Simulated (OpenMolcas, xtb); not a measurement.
# CH5OSi (SMILES [CH2][SiH2]O): the vertical energy of the quartet above the doublet, rung by rung

The species is CH5OSi (8 atoms), meant as a doublet with charge 0. As SMILES, `[CH2][SiH2]O`. The shape is that of a PBE0-D4/def2-TZVP optimisation. This is one conformer, not always the lowest.

Quantity: the vertical energy of the quartet above the doublet, in eV. The values are calculated.

```tsv
level	kind	program	value (eV)
GFN0-xTB	semi-empirical	xtb	6.21
UHF/def2-SVPD	Hartree–Fock	OpenMolcas	6.97
USVWN5/def2-SVPD	LDA	OpenMolcas	6.68
U-revPBE/def2-SVPD	GGA	OpenMolcas	6.73
U-r2SCAN/def2-SVPD	meta-GGA	OpenMolcas	6.98
UM06-L/def2-SVPD	meta-GGA	OpenMolcas	7.35
UM06-2X/def2-SVPD	hybrid meta-GGA	OpenMolcas	7.65
```

The values span 6.21 to 7.65 eV. GFN0-xTB: no spin polarisation, so open shells miss the exchange term that lowers them. The upper state's dipole differs much between rows, so they may not all be the same state.
